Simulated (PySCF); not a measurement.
Gas-phase XPS of nitrosyl chloride, computed

Species: nitrosyl chloride, ClNO.
Geometry (PBE0-D3(BJ)/def2-SVP, Å), atoms numbered from 1 in this order:
```
atom  x, y, z in Å
O1    -0.3914    0.7201   -0.8508
N2    -0.5232    0.2467    0.1671
Cl3    0.9269   -0.9716    0.6728
```

Method: delta-SCF UKS SCAN, pcX-2 on the ionised atom, pcseg-1 elsewhere, spin-free X2C (PySCF 2.14.0). Vertical ΔSCF values, vacuum level as zero.

Task: List the computed XPS lines with their assignment.

Result: 
```csv
atom(s),environment,level,binding energy (eV),2p1/2 (eV),count
Cl3,chlorine bonded to N,Cl 1s,2828.34,–,1
Cl3,chlorine bonded to N,Cl 2p3/2,205.75,207.40,1
```

Task: What is the longest wavelength that can ionise Cl 1s of Cl3 vertically?

Result: λ = hc/E = 12398.42 eV Å / 2828.34 eV = 4.384 Å.

Not every level is listed. The 2p values aren't plain energy differences: one relaxed spin-free 2p hole is combined with a matrix within the shell (ground-state 2p orbital-energy differences and spin–orbit coupling). 2p3/2, the mean of its two sublevels, lies a third of the splitting below the shell's mean and 2p1/2 two thirds above it; the statistical areas are 2:1. 2p1/2 minus 2p3/2 (ligand field included): Cl 1.65 eV. No level of nitrogen or oxygen is listed. Geometry: PBE0-D3(BJ)/def2-SVP; no solvent, vibrations or thermal averaging.
